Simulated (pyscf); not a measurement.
# Routes from HO–GeH: (SMILES [OH][GeH]) [singlet] + H₂ (SMILES [H][H])

Candidate steps break at most two bonds and form at most two. Each was searched with GFN2-xTB (tblite) first. Structures and frequencies: ωB97X-D3(BJ)/def2-SVP in PySCF. Energies: ωB97M-D3(BJ)/def2-TZVP, kJ/mol, from the separated reactants, singlet surface; ΔG‡ with ideal gas, 1 atm, RRHO with modes under 100 cm⁻¹ raised to 100, one conformer, R ln 2 for chiral ones without a mode under 150 cm⁻¹.

```csv
products,type,ΔE‡,ΔE,ΔG‡ 298 K,ΔG‡ 900 K,ν‡ (cm⁻¹)
GeH₂ [singlet] + H₂O,four-centre exchange,106.4,+71.4,145.2,219.9,1346i
HO–GeH₃,insertion,143.6,-107.6,178.6,249.9,1383i
```

Row 1: On the product side the descent ends in an adduct with a Ge–O contact, 69.4 kJ/mol under the separated species and 99.8 kJ/mol under the saddle at ωB97X-D3(BJ)/def2-TZVP. 

Plain bond fissions and candidates not yet searched are not listed, and one of them may be faster. Each barrier is that of the saddle found; lower ones may exist. Elements up to Kr have no core potential and no relativistic terms here.
